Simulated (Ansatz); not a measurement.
The input, for Ansatz 0.2.0:

```yaml
crystal:
  periodic: [false, false, false]
  atoms:
    - {symbol: Al, position_ang: [0.000000, 0.000000, 0.000000]}
    - {symbol: As, position_ang: [0.000000, 0.000000, 5.519000]}
basis:
  gaussian: {orbitals: cc-pVDZ}
total_charge: 1
magnetization: {spin_polarized: false, initial_magnetization: 1}
correlation: {active_space: {ras: {orbitals: [3, 1, 22], electrons: 7, max_holes: 3, max_particles: 3}, fixed_orbitals: true}}
output: {forces: true}
```

```sh
$ ansatz run in.yaml --threads 1 --pin off --events-out ev --progress --plain --max-ram 2393MiB
```

Log:

```
511 factors; integrals over basis functions are off by at most 2.5e-4 eV
mean field evaluation 1: about -67368.3852 eV, gradient 7.4e0 eV
mean field evaluation 2: about -67368.3856 eV, gradient 7.4e0 eV
mean field evaluation 4: about -67368.6190 eV, gradient 4.1e-1 eV
mean field evaluation 8: about -67368.6211 eV, gradient 1.8e-2 eV
mean field evaluation 16: about -67368.6211 eV, gradient 1.7e-4 eV
mean field evaluation 32: about -67368.4780 eV, gradient 3.2e-4 eV
mean field evaluation 64: about -67368.4211 eV, gradient 2.9e-1 eV
mean field evaluation 96: about -67368.3615 eV, gradient 1.1e-1 eV
mean field evaluation 128: about -67368.5105 eV, gradient 2.8e-1 eV
mean field -67368.62110181 eV, -2475.7511614000 hartree, gradient 2.6e-6 eV, S^2 0.750000; 16 other end points of the search recorded, 0 dependent functions left out
reference -67368.62110181 eV, -2475.7511614000 hartree; 23, 22 occupied and 22, 23 virtual orbitals, 511 factors
state -67372.03949104 eV, -2475.8767848870 hartree
the calculation of the forces begins
Total energy: -67372.03949104 eV, -2475.8767848870 hartree
Atom 0 at     0.000000     0.000000     0.000000 Å, force    -0.000000    -0.000000     0.067836 eV/Å
Atom 1 at     0.000000     0.000000     5.519000 Å, force     0.000000     0.000000    -0.067836 eV/Å
Dipole moment:     0.000000     0.000000    -3.810012 e Å
```

Forces (eV/Å):
```
Al   0.000  0.000  0.068
As   0.000  0.000 -0.068
```

Ran on 1 thread of Arm Neoverse V2, shared host: 6 s wall, 0.16 GiB peak host memory.
